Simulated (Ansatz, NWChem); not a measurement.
# Worked example: C2H3O2 → CH3 + CO2

Species: C2H3O2 `CC([O])=O`, doublet; CH3 (methyl radical) `[CH3]`, doublet; CO2 (carbon dioxide) `O=C=O`, singlet. 

Shapes, held fixed at every level: PBE0-D4/def2-TZVP. Programs: Ansatz 0.2.0, NWChem 7.3.0. A level may come from different programs for different species; with the same settings they agree closely. Electronic energies: no zero-point or thermal term.

At PBE0/def2-SVP; 1 Eh = 2625.50 kJ/mol:

| species | energy (Eh) |
| --- | --- |
| C2H3O2 | -227.987805 |
| CH3 | -39.753033 |
| CO2 | -188.243463 |

Task: Work out ΔE of the reaction at this level.

Result: 
1. Products less reactants: (-39.753033) + (-188.243463) − [(-227.987805)] = -0.008691 Eh = -22.8 kJ/mol.

Other levels give -89.0 (HF/def2-SVP) to +159.8 kJ/mol (HF/STO-3G). No measured value is set beside it here. Spin contamination: C2H3O2 (⟨S²⟩ up to 1.06). Open shells run unrestricted.
